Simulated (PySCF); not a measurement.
C3H8NS (doublet state).
Cartesian coordinates in Å at the GFN2-xTB level; atoms count from 1:
```
atom  x, y, z in Å
C1    -1.3783   -0.1369    0.9553
C2    -0.6248    0.0547   -0.3694
C3     0.8554    0.1491   -0.1949
N4     1.5610   -1.0268   -0.0364
S5     1.5132    1.5863    0.6005
H6    -1.0568   -1.0494    1.4538
H7    -1.1846    0.7025    1.6195
H8    -2.4488   -0.2010    0.7749
H9    -0.8331   -0.7875   -1.0339
H10   -0.9902    0.9666   -0.8493
H11    2.5028   -0.9133    0.3074
H12    1.0742   -1.8085    0.3866
H13    1.0057    2.4648   -0.2675
```

The hyperfine couplings belong to this conformer and change with its torsions.

Identity: `CC[C](N)S` [radical].

Computed, not measured: PySCF, UKS B3LYP, pcH-1 on C H N S, non-relativistic, mean-field spin-orbit, GIAO. Isolated species at its GFN2-xTB geometry (one conformer only). The geometry wasn't refined by DFT: couplings that depend on bond lengths, twists or pyramidal angles can differ widely from those at the functional's own minimum. No stability test was run, so a lower SCF solution isn't excluded.

The Mulliken spin populations are largest on C3 (+0.75), N4 (+0.13) and S5 (+0.08). No atom but C3 exceeds +0.15. The angles at C3 add up to 352.7°, so it is slightly pyramidal.

Question: List the C–H protons on four-coordinate carbons next to a three-coordinate spin centre, with their couplings and θ (C–H bond against the normal to the plane of the centre's neighbours, projected along the bond that joins the two).

Answer: 
```csv
β H,on,centre,θ (°),cos²θ,a (G)
H9,C2,C3,65,0.17,+3.65
H10,C2,C3,52,0.38,+11.72
```

Couplings in gauss use g_iso = 2.0029.
